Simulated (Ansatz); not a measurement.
Basis-set extrapolation for `OCOC(F)F` (PBE0-D4/def2-TZVP geometry, frozen core, Ansatz 0.2.0). Multiplicity 1, RHF reference.

|  | def2-TZVPP | def2-QZVPP |
| --- | --- | --- |
| HF | -426.855737 | -426.874739 |
| MP2 correlation | -1.300861 | -1.409957 |
| CCSD(T) correlation | -1.365086 | not run |

Energies in hartree. Use E(X) = E(∞) + A·exp(−7.88·√X) for Hartree–Fock and E(X) = E(∞) + B·X^(−2.97) for correlation, with X = 3 and 4, and add CCSD(T) minus MP2 of the smaller set to the MP2 limit.

What is the CCSD(T) energy at the basis-set limit?

HF limit: -426.874739 + (-0.019002) × 0.13774 = -426.87736. MP2 limit: -1.409957 + (-0.109096) × 0.74074 = -1.49077. Higher-order term: -1.365086 − (-1.300861) = -0.06422. Total: -428.43235 hartree, 555.4 kJ/mol below CCSD(T)/def2-TZVPP.
